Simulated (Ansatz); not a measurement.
Basis-set extrapolation for `CC(F)CF` (PBE0-D4/def2-TZVP geometry, frozen core, Ansatz 0.2.0). Multiplicity 1, RHF reference.

|  | def2-TZVPP | def2-QZVPP |
| --- | --- | --- |
| HF | -316.105161 | -316.119285 |
| MP2 correlation | -1.013314 | -1.095378 |
| CCSD(T) correlation | -1.082416 | not run |

Energies in hartree. Use E(X) = E(∞) + A·exp(−7.88·√X) for Hartree–Fock and E(X) = E(∞) + B·X^(−2.97) for correlation, with X = 3 and 4, and add CCSD(T) minus MP2 of the smaller set to the MP2 limit.

Q: What is the CCSD(T) energy at the basis-set limit?

A: HF limit: -316.119285 + (-0.014124) × 0.13774 = -316.12123. MP2 limit: -1.095378 + (-0.082064) × 0.74074 = -1.15617. Higher-order term: -1.082416 − (-1.013314) = -0.06910. Total: -317.34650 hartree, 4.32 eV below CCSD(T)/def2-TZVPP.
